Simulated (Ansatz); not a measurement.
Harmonic frequencies (cm⁻¹) at PBE0-D4/def2-TZVP from Ansatz: 488, 632, 648, 694, 735, 832, 874, 878, 902, 1044, 1075, 1102, 1168, 1194, 1313, 1441, 1478, 1518, 1591, 3256, 3267, 3281, 3288, 3704.

(1) Which molecule is it?
A. `c1cc[nH]c1`
B. `CC1=NC=C1`
C. `C/C=C/C#N`
D. `C=NC#CC`

Results:

(1) A.
